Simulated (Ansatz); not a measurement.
# How far each method lies from UCCSDT(Q) for [NH2···H···NH], triplet

Geometry: a point of a hydrogen-transfer path between rigid fragments, not a stationary point.

```xyz
6

N    -1.2561    0.0138   -0.0277
H    -1.5533    0.9816   -0.0277
H    -1.5533   -0.3885    0.8526
H     0.2279    0.0138   -0.0277
N     1.3469    0.0138   -0.0277
H     1.6160   -0.9904   -0.0277
```

Basis cc-pVDZ; Ansatz 0.2.0. Only valence electrons are correlated (noble-gas cores frozen), which leaves 14 electrons in 46 orbitals. R marks a restricted (for open shells ROHF) determinant, U an unrestricted one. Active spaces: pair = (4e, 4o) about the gap; valence = (10e, 10o, short of the full valence) chosen from the atoms' valence shells.

Full CI isn't at hand for all of this; UCCSDT(Q) serves as the reference, and is uncertain by about the last step of the cluster series. The frozen core follows each run's orbitals, which can shift R against U totals by a few meV.

For open shells CISD is restricted-active-space CI with the open shells as a complete middle space.

* UHF ⟨S²⟩: 2.029
* T1 diagnostic (RCCSD): 0.0330
* largest doubles amplitude (RCCSD): 0.026
* T1 diagnostic (UCCSD): 0.0213

| level | E − E(UCCSDT(Q)) (kcal/mol) | share of correlation (%) | wall time |
| --- | --- | --- | --- |
| RHF | 223.80 | 0.00 | – |
| UHF | 216.94 | 3.07 | – |
| RMP2 | 29.63 | 86.76 | – |
| UMP2 | 29.44 | 86.85 | – |
| CISD | 23.76 | 89.38 | 7 s |
| RCCSD | 5.46 | 97.56 | – |
| UCCSD | 5.33 | 97.62 | – |
| RCCSD(T) | 0.97 | 99.57 | 2.6 s |
| UCCSD(T) | 0.94 | 99.58 | 2.4 s |
| BCCD(T) | 0.93 | 99.58 | 2.7 s |
| RCCSDT | 0.39 | 99.83 | – |
| UCCSDT | 0.36 | 99.84 | – |
| RCCSDT(Q) | 0.04 | 99.98 | 2.5 min |
| CASSCF (pair space) | 209.63 | 6.33 | – |
| NEVPT2 (pair space) | 28.59 | 87.23 | 0.66 s |
| MRCISD (pair space) | 21.15 | 90.55 | – |
| MRCISD+Q (pair space) | 3.12 | 98.61 | 1.2 s |
| CASSCF (valence space) | 162.75 | 27.28 | – |
| NEVPT2 (valence space) | 29.06 | 87.01 | 6 s |

The correlation energy at UCCSDT(Q), counted from RHF, is -9.705 eV. That run took 2.2 min on 1 thread of Intel Xeon 6975P-C, shared host.

Times hold each run's SCF and search for its determinant on a shared host, so for small cases they say little of a method's own cost; they ran on 1 thread of Intel Xeon 6975P-C.

Natural occupations of CASSCF (valence space) about the gap: 1.977 1.975 1.971 1.001 1.000 0.028 0.025 0.023 0.021; effectively unpaired electrons, Σ n²(2−n)², 2.02.
